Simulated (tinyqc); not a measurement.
Extended Hueckel theory, for SiH3+, step by step. The parameters take no account of the charge, which enters only through the electron count. One step of it, computed by the program tinyqc.

Task: Wolfsberg-Helmholz matrix. H_ij = K' S_ij (H_ii + H_jj)/2 for i != j (the diagonal keeps H_ii), with K' = 2.

overlap S:
```
           1Si 3s    1Si 3px    1Si 3py    1Si 3pz      2H 1s      3H 1s      4H 1s
1Si 3s   1.000000   0.000000   0.000000   0.000000   0.413077   0.412894   0.412894
1Si 3px  0.000000   1.000000   0.000000   0.000000   0.517513  -0.258759  -0.258759
1Si 3py  0.000000   0.000000   1.000000   0.000000   0.000000   0.448000  -0.448000
1Si 3pz  0.000000   0.000000   0.000000   1.000000  -0.054808  -0.054771  -0.054771
2H 1s    0.413077   0.517513   0.000000  -0.054808   1.000000   0.038587   0.038587
3H 1s    0.412894  -0.258759   0.448000  -0.054771   0.038587   1.000000   0.038581
4H 1s    0.412894  -0.258759  -0.448000  -0.054771   0.038587   0.038581   1.000000
```

diagonal H_ii (eV): 1Si 3s -17.300000, 1Si 3px -9.200000, 1Si 3py -9.200000, 1Si 3pz -9.200000, 2H 1s -13.600000, 3H 1s -13.600000, 4H 1s -13.600000

K = 2.000000

Give: H.

Result:

H (eV):
```
          1Si 3s  1Si 3px  1Si 3py  1Si 3pz    2H 1s    3H 1s    4H 1s
1Si 3s   -17.300    0.000    0.000    0.000  -12.764  -12.758  -12.758
1Si 3px    0.000   -9.200    0.000    0.000  -11.799    5.900    5.900
1Si 3py    0.000    0.000   -9.200    0.000    0.000  -10.214   10.214
1Si 3pz    0.000    0.000    0.000   -9.200    1.250    1.249    1.249
2H 1s    -12.764  -11.799    0.000    1.250  -13.600   -1.050   -1.050
3H 1s    -12.758    5.900  -10.214    1.249   -1.050  -13.600   -1.049
4H 1s    -12.758    5.900   10.214    1.249   -1.050   -1.049  -13.600
```
